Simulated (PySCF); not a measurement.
# Stretching BCl

Set-up: PySCF, no relativity, basis sets B 6-311G(d,p), Cl 6-311G(d,p). Energies in eV from B + Cl in their ground configurations at the same level. All curves are PBE0. state 1: ¹Σ⁺ (singlet), closed shell; state 2: ³Π (triplet), unpaired electrons σ ↑, π ↑, a second solution, started from another occupation.

```json
{"R (Å)": "1.486", "state 1": "-4.283", "state 2": "-2.177"}
{"R (Å)": "1.555", "state 1": "-4.826", "state 2": "-2.726"}
{"R (Å)": "1.624", "state 1": "-5.122", "state 2": "-3.014"}
{"R (Å)": "1.676", "state 1": "-5.226", "state 2": "-3.103"}
{"R (Å)": "1.728", "state 1": "-5.255", "state 2": "-3.110"}
{"R (Å)": "1.780", "state 1": "-5.226", "state 2": "-3.055"}
{"R (Å)": "1.849", "state 1": "-5.121", "state 2": "-2.910"}
{"R (Å)": "1.935", "state 1": "-4.918", "state 2": "-2.654"}
{"R (Å)": "2.039", "state 1": "-4.611", "state 2": "-2.287"}
{"R (Å)": "2.177", "state 1": "-4.151", "state 2": "-1.767"}
```

Question: Put a parabola through the three lowest points of the state 1 curve and estimate Re, k and ωe (reduced mass 8.373 u; 1 eV/Å² = 0.16022 mdyn/Å; ωe = 1302.8·√(k/μ) cm⁻¹).

Answer: Through R = 1.676, 1.728, 1.78 Å the second-order coefficient is 10.7 eV/Å², so Re ≈ 1.728 Å, k ≈ 3.44 mdyn/Å and ωe ≈ 835 cm⁻¹. A polynomial fit of higher order to the unrounded PBE0 energies gives Re = 1.725 Å, k = 3.46 mdyn/Å, ωe = 838 cm⁻¹; anharmonicity and rounding make the difference.

The higher-order fit for each curve: state 1: Re = 1.725 Å, ωe = 838 cm⁻¹, De = 5.25 eV; state 2: Re = 1.707 Å, ωe = 915 cm⁻¹, minimum 3.12 eV below the ground-state fragments.
